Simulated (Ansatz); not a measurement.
Reaction: CHN (SMILES [C-]#[NH+]) → CHN+ (parent SMILES [NH+]#[C-], doublet) + e-
Each species at its own B3LYP-D3(BJ)/def2-TZVP minimum (Ansatz, an electronic-structure program).

Property: adiabatic ionisation energy (electronic), in eV. UHF or UKS for unpaired electrons; spin-orbit terms are left out. CBS(X,Y): correlation extrapolated as X^-3, Hartree-Fock from the larger set (Q,5: extrapolated as (X+1)exp(-9√X)). A bracket is a step between two methods taken in the basis named. Functionals run without relativity, which enters their misses. Double hybrids freeze cores in their MP2 part. 'core' is core correlation in cc-pwCVTZ, 'X2C' scalar relativity in cc-pVTZ-DK, both at CCSD(T). The UHF reference of CHN+ (parent SMILES [C-]#[NH+], doublet) is spin-contaminated (<S^2> up to 0.28 over the pure value in the sets run). The spin of CHN+ (parent SMILES [C-]#[NH+], doublet) was assumed, and the state is the lowest solution found for it.

CCSD(T)/CBS(cc-pVQZ,cc-pV5Z) + [CCSDT(Q) - CCSD(T)]/cc-pVQZ + [CCSDTQ - CCSDT(Q)]/cc-pVDZ + core + X2C (Ansatz) gives 12.00 eV.

### Question
What does PBE/def2-TZVPD (Ansatz) give here, and how do the other levels compare?

### Answer
PBE gives 11.95 eV, 0.05 eV below it. Differences of the others: wB97M-V/def2-TZVPD (Ansatz) 0.18; B2PLYP/def2-TZVPD (Ansatz) 0.00; CCSD(T)/CBS(cc-pVQZ,cc-pV5Z) + core + X2C (Ansatz) 0.03 eV.
